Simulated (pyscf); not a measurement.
H₂N–SiH₂–Cl + hydrogen fluoride (HF) → H₂N–SiH₂–Cl + hydrogen fluoride (HF) (four-centre exchange; singlet surface; H–N, F–H broken, H–N, F–H formed). PySCF, gas phase, ωB97X-D3(BJ)/def2-SVP geometries. Energies in kcal/mol from the separated reactants.

```json
[
 {"level": "ωB97X-D3(BJ)/def2-TZVP", "barrier": "30.8", "reaction energy": "0.0"},
 {"level": "PBE/def2-TZVP", "barrier": "23.8", "reaction energy": "0.0"},
 {"level": "r²SCAN/def2-TZVP", "barrier": "27.0", "reaction energy": "0.0"},
 {"level": "B3LYP-D3(BJ)/def2-TZVP", "barrier": "(withheld)", "reaction energy": "0.0"},
 {"level": "PBE0-D3(BJ)/def2-TZVP", "barrier": "28.1", "reaction energy": "0.0"},
 {"level": "M06-2X/def2-TZVP", "barrier": "(withheld)", "reaction energy": "0.0"}
]
```

### Question
Some entries are withheld; supply them.

### Answer

- B3LYP-D3(BJ)/def2-TZVP, barrier: 28.8
- M06-2X/def2-TZVP, barrier: 32.3

The functionals in the table span 8.5 kcal/mol in this barrier, from PBE to M06-2X. On the reactant side the descent ends in a bound adduct, 8.9 kcal/mol under the separated species and 39.7 kcal/mol under the saddle at ωB97X-D3(BJ)/def2-TZVP. On the product side the descent ends in a complex, 7.0 kcal/mol under the separated species and 37.8 kcal/mol under the saddle at ωB97X-D3(BJ)/def2-TZVP. The same reactants have a lower exit, to NH₃ + F–SiH₂–Cl (barrier +10.5 kcal/mol at ωB97M-D3(BJ)/def2-TZVP, against +30.7 kcal/mol here). One saddle was located; it need not be the lowest between these sides.
